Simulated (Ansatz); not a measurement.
A CCSD(T) single point on C4H6F2, SMILES `C/C(F)=C/CF`.

```yaml
crystal:
  periodic: [false, false, false]
  atoms:
    - {symbol: C, position_ang: [-0.725638, -1.039341, 1.502538]}
    - {symbol: C, position_ang: [-0.483909, -0.354534, 0.214129]}
    - {symbol: F, position_ang: [-1.529194, -0.479470, -0.625313]}
    - {symbol: C, position_ang: [0.593387, 0.317138, -0.166962]}
    - {symbol: C, position_ang: [0.752531, 0.977959, -1.484524]}
    - {symbol: F, position_ang: [0.946465, 2.344625, -1.313046]}
    - {symbol: H, position_ang: [0.128038, -0.919503, 2.167716]}
    - {symbol: H, position_ang: [-1.615281, -0.626862, 1.986166]}
    - {symbol: H, position_ang: [-0.904733, -2.105531, 1.339492]}
    - {symbol: H, position_ang: [1.412165, 0.392440, 0.538691]}
    - {symbol: H, position_ang: [-0.129773, 0.838509, -2.111023]}
    - {symbol: H, position_ang: [1.632843, 0.599372, -2.013865]}
basis:
  gaussian: {orbitals: def2-SVP}
correlation: {method: ccsd_t}
```

```sh
$ ansatz run in.yaml --threads 4 --pin off --events-out ev --progress --plain --max-ram 10444MiB
```

Log, shortened:

```
Functional definition: HF
1150 factors; integrals over basis functions are off by at most 1.4e-3 eV
mean field evaluation 1: about -9617.1327 eV, gradient 3.4e1 eV
mean field evaluation 2: about -9617.2846 eV, gradient 3.4e1 eV
mean field evaluation 4: about -9620.2950 eV, gradient 4.0e0 eV
mean field evaluation 8: about -9620.3489 eV, gradient 2.7e-1 eV
mean field -9620.34932274 eV, -353.5413167038 hartree, gradient 3.0e-6 eV, S^2 0.000000; 0 other end points of the search recorded, 0 dependent functions left out
6 core orbitals not correlated: weight in the atoms' cores, before any rotation towards them, 1.000 or more for the frozen orbitals, at most 0.000 for the correlated occupied ones
reference -9620.34932274 eV, -353.5413167038 hartree; 18, 18 occupied and 90, 90 virtual orbitals, 1150 factors
second order -24.67658115 eV of doubles, -0.00000000 eV of singles
cycle   1  -25.28317229 eV  change   -6.1e-1 eV  update   1.1e-1
cycle   2  -25.85362705 eV  change   -5.7e-1 eV  update   3.2e-2
cycle   3  -26.00897076 eV  change   -1.6e-1 eV  update   1.6e-2
cycle   4  -26.00855706 eV  change    4.1e-4 eV  update   3.7e-3
cycle   5  -26.00714659 eV  change    1.4e-3 eV  update   1.5e-3
cycle   6  -26.00769020 eV  change   -5.4e-4 eV  update   3.9e-4
cycle   7  -26.00757992 eV  change    1.1e-4 eV  update   1.4e-4
cycle   8  -26.00750373 eV  change    7.6e-5 eV  update   4.5e-5
cycle   9  -26.00750772 eV  change   -4.0e-6 eV  update   1.8e-5
perturbative correction -0.69434625 eV, -0.0255167539 hartree
Total energy: -9647.05117671 eV, -354.5225917380 hartree
```

Hardware: 4 threads of an Arm Neoverse V1 on a shared host. Wall time 11 s, peak host memory 0.68 GiB.

The correlation energy is -26.702 eV, 2.6 % of it from (T); the T1 diagnostic reads 0.0107.
